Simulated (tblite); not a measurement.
Compound: C₅H₆F (doublet state).
SMILES: `CC1=C(F)[CH]C1`

Calculated harmonic vibrations of the isolated species, GFN2-xTB (tblite), most abundant isotopes, no scaling. Against measured fundamentals such values can be off by several per cent, at times by over 20. Open shells enter through the occupations alone, without spin polarisation, and single modes of such species can be off by tens of per cent.

Harmonic wavenumbers (cm⁻¹): 78.5, 183.8, 220.3, 282.5, 430.5, 515.9, 546.4, 657.1, 765.5, 926.3, 938.9, 971.2, 994.0, 1046.4, 1097.2, 1149.9, 1164.7, 1243.1, 1386.3, 1391.5, 1447.4, 1451.8, 1466.4, 1634.1, 2948.1, 2973.4, 2979.1, 2997.5, 3040.7, 3190.2.

A = 4963, B = 3800, C = 2212 MHz; mass 85.045 u (most abundant isotopes); point group Cs, symmetry number 1; spin multiplicity 2.

Question: Zero-point energy?

Answer: ½Σν̃ = 20059 cm⁻¹ = 57.35 kcal/mol.

Question: What is S at 298.15 K and 1 bar for an ideal gas of classical rigid rotors and harmonic oscillators?

Answer: Translation 39.26, rotation 26.45, vibration 13.13, spin (R ln 2) 1.38: S = 80.2 cal/(mol K).

Question: And Cp and H(298.15 K) − H(0)?

Answer: Cp = 24.18 cal/(mol K), of which vibrations give 16.23 (their classical limit is 30 R = 59.6); H(298.15 K) − H(0) = 4.60 kcal/mol without the zero-point energy, 2.23 from vibrations.

Question: Blend soft modes into free rotors: weight 1/[1 + (100 cm⁻¹/ν̃)⁴] for the oscillator and the rest for a rotor with moment μB/(μ + B), μ = h/(8π²ν), B = 10⁻⁴⁴ kg m². What vibrational entropy results?

Answer: 12.53 cal/(mol K) in place of 13.13, which changes −T·S at 298.15 K by +0.18 kcal/mol.

Question: Which modes carry the vibrational entropy at 298.15 K?

Answer: 78.5 cm⁻¹: 3.93; 183.8 cm⁻¹: 2.29; 220.3 cm⁻¹: 1.96; 282.5 cm⁻¹: 1.52; 430.5 cm⁻¹: 0.86; 515.9 cm⁻¹: 0.62 cal/(mol K); the other 24 give 1.96 together.

Question: What must be added to the electronic energy to get the Gibbs energy at 298.15 K and 1 bar?

Answer: ZPE + [H(298.15 K) − H(0)] − T·S = 57.35 + 4.60 − 23.92 = 38.03 kcal/mol.

Question: How do the functions run with temperature in this model?

Answer: 
```csv
T (K),S (cal/(mol K)),Cp (cal/(mol K)),H − H(0) (kcal/mol),G − H(0) (kcal/mol),ln q(vib)
100,61.4,12.7,0.99,-5.15,0.53
200,71.9,18.2,2.53,-11.84,1.63
300,80.4,24.3,4.65,-19.46,2.86
500,95.6,35.7,10.70,-37.08,5.50
800,114.9,46.6,23.20,-68.76,9.54
1000,125.9,51.3,33.02,-92.86,12.13
```

q(vib) and H(0) count from the zero-point level.

Hindered rotation and anharmonicity are outside this model.
